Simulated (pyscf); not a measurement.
F–Sb(F)–F + hydrogen chloride (HCl) → F–Sb(F)–Cl + hydrogen fluoride (HF) (four-centre exchange; singlet surface; F–Sb, Cl–H broken, Cl–Sb, F–H formed). Optimised with ωB97X-D3(BJ)/def2-SVP in PySCF. Energies in kcal/mol from the separated reactants.

```
level                   barrier  reaction energy
----------------------  -------  ---------------
ωB97X-D3(BJ)/def2-TZVP      9.0             -3.7
PBE/def2-TZVP               6.1             -1.3
r²SCAN/def2-TZVP            ___              ___
B3LYP-D3(BJ)/def2-TZVP      9.0             -1.9
M06-2X/def2-TZVP            ___             -1.9
HF/def2-TZVP               26.3             -1.7
```

### Question
What belongs in the gaps?

### Answer

- r²SCAN/def2-TZVP, barrier: 7.1
- r²SCAN/def2-TZVP, reaction energy: -1.1
- M06-2X/def2-TZVP, barrier: 10.1

The functionals in the table span 3.9 kcal/mol in this barrier, from PBE to M06-2X. On the reactant side the descent ends in a complex, 5.4 kcal/mol under the separated species and 14.4 kcal/mol under the saddle at ωB97X-D3(BJ)/def2-TZVP. On the product side the descent ends in a complex (not fully relaxed), 6.3 kcal/mol under the separated species and 19.0 kcal/mol under the saddle at ωB97X-D3(BJ)/def2-TZVP. One saddle was located; it need not be the lowest between these sides. Elements past Kr carry the def2 core potentials, without spin-orbit coupling.
